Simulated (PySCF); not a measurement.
**Cl, SMILES `[Cl]` (charge 0, multiplicity 2)**

Computed with ωB97X-D3(BJ)/def2-TZVP in PySCF 2.14.0.

```yaml
highest_occupied_spin_orbital: -12.17 eV
dipole_moment: 0.00 D
total_energy: -460.1523 Ha
cost: around 3 core-seconds (rough)
```

Bonded distances (Å): .
Charge 0, spin multiplicity 2.
